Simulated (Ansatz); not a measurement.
This geometry of H5SSi2 (8 atoms, charge 0, multiplicity 2) is a first-order saddle point.

All numbers below come from Ansatz 0.2.0, UKS revPBE/def2-SVP.

```xyz
8
Properties=species:S:1:pos:R:3
Si -0.952 1.022 -1.229
S 0.092 -0.847 -1.211
Si 0.771 -0.871 0.871
H -2.418 1.059 -0.953
H -0.218 2.282 -1.549
H 1.565 -2.141 1.033
H -0.396 -0.876 1.819
H 1.647 0.316 1.164
```

Question: Which two structures does it join? (They come from a converged band through this point; their orientation in space is the band's.)

Answer: No bond is made or broken. The height of Si1 over the plane of its neighbours goes from -0.57 to 0.57 Å. The two ends are copies of one structure, up to a mirror image or an exchange of like atoms. The height can change sign by an inversion or by a turn that exchanges like atoms.

Initial state:

```xyz
8
Properties=species:S:1:pos:R:3
Si -1.335 1.020 -0.883
S -0.397 -0.939 -0.916
Si 0.838 -0.843 0.878
H -2.095 1.122 -2.182
H -0.306 2.127 -0.794
H 1.589 -2.143 0.910
H -0.005 -0.710 2.117
H 1.804 0.309 0.815
```

Final state:

```xyz
8
Properties=species:S:1:pos:R:3
Si -0.834 1.168 -1.253
S -0.361 -0.928 -0.944
Si 0.919 -0.818 0.818
H -1.880 1.182 -2.342
H -1.386 1.803 0.006
H 1.268 -2.242 1.141
H 0.194 -0.190 1.978
H 2.172 -0.033 0.539
```

Question: How far does it lie above each of them?

Answer: 0.31 eV above the first and 0.31 eV above the second. This is the barrier of this one path; another mechanism may lie lower.

Time of the run: 2.4 min on 2 threads of Intel(R) Xeon(R) Platinum 8488C (Sapphire Rapids), on a shared host, peak memory 0.19 GiB.
